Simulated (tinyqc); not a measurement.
Inside a calculation (part 3 of 3). Method: UHF in the sto-6g basis, for CH2, spin multiplicity 3. Computed by tinyqc, a small Python program that keeps every step (integrals from PySCF). Command: `OMP_NUM_THREADS=1 python tinyqc.py 20148 20149 out.jsonl` (the two numbers bound the seeds that draw the settings). One thread of a shared host (Intel(R) Xeon(R) Processor @ 2.60GHz), about 0.3 s of CPU time with the checks.

Geometry (angstrom):
```
atom         x          y         z
C     0.000000   0.000000  0.000000
H     0.000000   1.006000  0.501000
H     0.000000  -1.006000  0.501000
```

## Populations, bond orders and dipole

D(alpha) after iteration 8, order 1C 1s, 1C 2s, 1C 2px, 1C 2py, 1C 2pz, 2H 1s, 3H 1s:
$$\begin{pmatrix}
1.049874 & -0.192380 & 0.000000 & 0.000000 & 0.059617 & -0.036565 & -0.036565 \\
-0.192380 & 0.790616 & 0.000000 & 0.000000 & -0.325366 & 0.071946 & 0.071946 \\
0.000000 & 0.000000 & 1.000000 & 0.000000 & 0.000000 & 0.000000 & 0.000000 \\
0.000000 & 0.000000 & 0.000000 & 0.334311 & 0.000000 & 0.232776 & -0.232776 \\
0.059617 & -0.325366 & 0.000000 & 0.000000 & 0.734402 & 0.207051 & 0.207051 \\
-0.036565 & 0.071946 & 0.000000 & 0.232776 & 0.207051 & 0.262023 & -0.062136 \\
-0.036565 & 0.071946 & 0.000000 & -0.232776 & 0.207051 & -0.062136 & 0.262023
\end{pmatrix}$$

D(beta) after iteration 8, order 1C 1s, 1C 2s, 1C 2px, 1C 2py, 1C 2pz, 2H 1s, 3H 1s:
$$\begin{pmatrix}
1.028017 & -0.088727 & 0.000000 & 0.000000 & -0.027298 & -0.069676 & -0.069676 \\
-0.088727 & 0.312847 & 0.000000 & 0.000000 & 0.088291 & 0.196824 & 0.196824 \\
0.000000 & 0.000000 & 0.000000 & 0.000000 & 0.000000 & 0.000000 & 0.000000 \\
0.000000 & 0.000000 & 0.000000 & 0.229365 & 0.000000 & 0.227766 & -0.227766 \\
-0.027298 & 0.088291 & 0.000000 & 0.000000 & 0.024923 & 0.055579 & 0.055579 \\
-0.069676 & 0.196824 & 0.000000 & 0.227766 & 0.055579 & 0.350199 & -0.102156 \\
-0.069676 & 0.196824 & 0.000000 & -0.227766 & 0.055579 & -0.102156 & 0.350199
\end{pmatrix}$$

overlap S, order 1C 1s, 1C 2s, 1C 2px, 1C 2py, 1C 2pz, 2H 1s, 3H 1s:
$$\begin{pmatrix}
1.000000 & 0.243228 & 0.000000 & 0.000000 & 0.000000 & 0.059749 & 0.059749 \\
0.243228 & 1.000000 & 0.000000 & 0.000000 & 0.000000 & 0.472078 & 0.472078 \\
0.000000 & 0.000000 & 1.000000 & 0.000000 & 0.000000 & 0.000000 & 0.000000 \\
0.000000 & 0.000000 & 0.000000 & 1.000000 & 0.000000 & 0.407749 & -0.407749 \\
0.000000 & 0.000000 & 0.000000 & 0.000000 & 1.000000 & 0.203064 & 0.203064 \\
0.059749 & 0.472078 & 0.000000 & 0.407749 & 0.203064 & 1.000000 & 0.117620 \\
0.059749 & 0.472078 & 0.000000 & -0.407749 & 0.203064 & 0.117620 & 1.000000
\end{pmatrix}$$

Mulliken: Z minus the diagonal of D S on the atom; Loewdin: the same with S^(1/2) D S^(1/2); Mayer order: 2 sum_s sum (D(s) S)_ij (D(s) S)_ji over the two atoms.

Charges (e):
```
atom   Mulliken    Loewdin  Mulliken spin
1C    -0.090907  -0.047904       2.215284
2H     0.045453   0.023952      -0.107642
3H     0.045453   0.023952      -0.107642
```

Mayer bond orders:
```
pair     order
2-1   0.975066
3-1   0.975066
3-2   0.011282
```

dipole moment about the origin, x y z (debye): [0.000000, 0.000000, 0.233360]

<S^2> of the determinant (pure state: 2) = 2.018856
